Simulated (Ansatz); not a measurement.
Molecule: C4H5, net charge 0, doublet state. It need not be the lowest isomer of its formula. SMILES: C(=[CH])C=C
Structure (B3LYP-D3(BJ)/def2-TZVP (Ansatz, a quantum-chemistry and plane-wave program) minimum search):
```xyz
9

C      0.6172     1.8150    -0.0118
C      0.6302     0.5024    -0.0026
C     -0.5602    -0.3480     0.0017
C     -0.5154    -1.6802     0.0110
H     -0.1084     2.6133    -0.0183
H      1.5870    -0.0195     0.0023
H     -1.5187     0.1605    -0.0032
H      0.4276    -2.2140     0.0160
H     -1.4181    -2.2759     0.0139
```
Charge 0, spin multiplicity 2.

Property: atomisation energy (electronic, to ground-state atoms), in kcal/mol. Correlated levels leave the core frozen unless marked. UHF or UKS for open shells. Spin-orbit coupling is left out. Non-relativistic. The coupled-cluster limit lacks core correlation, which all-electron functionals hold. CBS(X,Y): correlation extrapolated as X^-3; Hartree-Fock from the larger set. The bracket is a focal-point correction in the basis named.

```tsv
level	program	atomisation energy (kcal/mol)
HF/6-31G	Ansatz	645.1
BLYP/def2-TZVPD	Ansatz	889.6
```

### Question
Predict the RI-MP2/CBS(cc-pVTZ,cc-pVQZ)+[CCSD(T)-MP2]/cc-pVTZ result (Ansatz).

### Answer
888.4 kcal/mol, so BLYP/def2-TZVPD differs from it by 1.2 kcal/mol.
